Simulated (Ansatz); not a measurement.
# [BH2···H···CH2], triplet in cc-pVDZ: errors against UCCSDT(Q)

Geometry: a point of a hydrogen-transfer path between rigid fragments, not a stationary point.

```xyz
7

B    -1.3429    0.0000    0.0000
H    -1.9396    1.0336    0.0000
H    -1.9396   -1.0336    0.0000
H     0.0711    0.0000    0.0000
C     1.2491    0.0000    0.0000
H     1.6636    0.0000    0.9962
H     1.6636    0.0000   -0.9962
```

Basis cc-pVDZ; Ansatz 0.2.0. Only valence electrons are correlated (noble-gas cores frozen), which leaves 12 electrons in 51 orbitals. Prefix R: restricted or restricted open-shell reference; prefix U: unrestricted. Active spaces: pair = (4e, 4o) about the gap.

Full CI isn't at hand for all of this; UCCSDT(Q) serves as the reference, and is uncertain by about the last step of the cluster series. The frozen core follows each run's orbitals, which can shift R against U totals by a few meV.

For open shells CISD is restricted-active-space CI with the open shells as a complete middle space.

```
UHF ⟨S²⟩                          : 2.031
T1 diagnostic (RCCSD)             : 0.0177
largest doubles amplitude (RCCSD) : 0.042
T1 diagnostic (UCCSD)             : 0.0110
```

```json
{"level": "UHF", "E − E(RHF) (eV)": "-0.3100"}
{"level": "RMP2", "E − E(RHF) (eV)": "-5.9335"}
{"level": "UMP2", "E − E(RHF) (eV)": "-5.8842"}
{"level": "RCCSD", "E − E(RHF) (eV)": "-7.0565"}
{"level": "UCCSD", "E − E(RHF) (eV)": "-7.0620"}
{"level": "RCCSD(T)", "E − E(RHF) (eV)": "-7.1996"}
{"level": "UCCSD(T)", "E − E(RHF) (eV)": "-7.1989"}
```

Task: Estimate how far UCCSDT(Q) in cc-pVDZ lies from RCCSD(T). The table doesn't fix it; the size of (T) and the diagnostics are the guide.

Result: UCCSDT(Q) in cc-pVDZ lies 3.0 kJ/mol below RCCSD(T), which is 22 % of the (T) step (-13.8 kJ/mol). The diagnostics are small and one determinant leads, so the series closes fast and only a small part of (T) is left.

The other levels:

```json
{"level": "CISD", "E − E(UCCSDT(Q)) (kJ/mol)": "67.6", "share of correlation (%)": "90.32", "wall time": "9 s"}
{"level": "BCCD(T)", "E − E(UCCSDT(Q)) (kJ/mol)": "3.1", "share of correlation (%)": "99.56", "wall time": "6.5 s"}
{"level": "RCCSDT", "E − E(UCCSDT(Q)) (kJ/mol)": "0.7", "share of correlation (%)": "99.90", "wall time": "–"}
{"level": "UCCSDT", "E − E(UCCSDT(Q)) (kJ/mol)": "0.6", "share of correlation (%)": "99.92", "wall time": "–"}
{"level": "RCCSDT(Q)", "E − E(UCCSDT(Q)) (kJ/mol)": "0.1", "share of correlation (%)": "99.99", "wall time": "1.7 min"}
```

The correlation energy at UCCSDT(Q), counted from RHF, is -7.231 eV. That run took 87 s on 1 thread of Arm Neoverse V1, shared host.

Run but not shown, since their state or frozen core can't be matched to the reference's or they repeat it: CASSCF (pair space), NEVPT2 (pair space).

Times hold each run's SCF and search for its determinant on a shared host, so for small cases they say little of a method's own cost; they ran on 1 thread of Arm Neoverse V1.
